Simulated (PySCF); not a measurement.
These are B3LYP-D3(BJ)/def2-TZVP // TPSS-D3(BJ)/def2-SVP run with PySCF 2.14.0 values and carry that method's errors. Isolated molecules, 0 K electronic values unless said otherwise. B3LYP has the VWN-RPA correlation part, as in Gaussian. 

Reference species (SMILES): `C=C` (neutral, multiplicity 1).

```
Property    Result
--------  --------
HOMO      -7.61 eV
```

Changed species: `[C-]#[S+]` (free ligand CS; the reference has free ligand C2H4).

Task: Predict the effect on the HOMO.

Result: the HOMO drops by 1.08 eV, to -8.69 eV.
